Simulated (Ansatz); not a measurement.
fcc Cu, treated with HSE06-D3(BJ) (plane waves, PAW; Ansatz, a first-principles code).

Settings: plane-wave cutoff 460 eV, 16×16×16 k mesh, Fermi–Dirac smearing 0.05 eV, no spin polarisation, scalar-relativistic PAW data made under PBE.

Computed at the level's own relaxed cell.

Predict the volume per atom, bulk modulus B0, lattice constant a and pressure derivative B′ of the bulk modulus.


volume per atom: 11.15 Å³/atom
bulk modulus B0: 161 GPa
lattice constant a: 3.547 Å
pressure derivative B′ of the bulk modulus: 5.1

Measured, for comparison: equilibrium volume per atom 11.62 Å³/atom, lattice constant a 3.595 Å (low-temperature or extrapolated to 0 K; zero-point anharmonic expansion removed; as tabulated in Csonka et al. (2009), arXiv:0903.4037); bulk modulus 144 GPa (0 K value with the zero-point phonon effect removed, our sources range from 140 to 145; as tabulated in Mejia-Rodriguez and Trickey (2018), arXiv:1807.09216). Computed (rounded) less measured: equilibrium volume per atom -4.0 %, bulk modulus +12 % (+11 % to +15 % over the range), lattice constant a -1.3 %.
